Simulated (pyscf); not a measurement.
PySCF, gas phase, ωB97X-D3(BJ)/def2-SVP geometries.

### Question
H₂N–Ti(NH₂)(NH₂)–NH₂ (SMILES [NH2][Ti]([NH2])([NH2])[NH2]) + H₃C–NH–CH₃ (SMILES CNC) → H₃C–N(CH₃)–Ti(NH₂)(NH₂)–NH₂ (SMILES C[N](C)[Ti]([NH2])([NH2])[NH2]) + NH₃ (SMILES N)
Surface: singlet. Broken: N–Ti, H–N. Formed: N–Ti, H–N. Give ΔE‡ and ΔE from ωB97M-D3(BJ)/def2-TZVP, relative to the separated reactants.

### Answer
ΔE‡ = 7.0 kcal/mol, ΔE = -2.1 kcal/mol. Zero-point energy shifts the barrier by -0.6 kcal/mol. It is a four-centre exchange, with an imaginary mode of 1284i cm⁻¹. On the reactant side the descent ends in an adduct with a N–Ti contact, 7.5 kcal/mol under the separated species and 11.7 kcal/mol under the saddle at ωB97X-D3(BJ)/def2-TZVP. On the product side the descent ends in an adduct with a N–Ti contact (not fully relaxed), 11.1 kcal/mol under the separated species and 18.9 kcal/mol under the saddle at ωB97X-D3(BJ)/def2-TZVP. What is counted as formed (N–Ti) is already present as a longer contact in the reactant adduct; forming that adduct is a step of its own. What is counted as broken (N–Ti) persists as a longer contact in the product adduct; parting that adduct is a step of its own. At ωB97X-D3(BJ) the barrier from the zero used here is 4.2 kcal/mol. H₃C–NH–CH₃ lies 7.8 kcal/mol over its isomer H₃C–CH₂–NH₂, and others may lie lower still (electronic energy, ωB97M-D3(BJ)). This is the saddle that the search found; another between the same sides may lie lower.
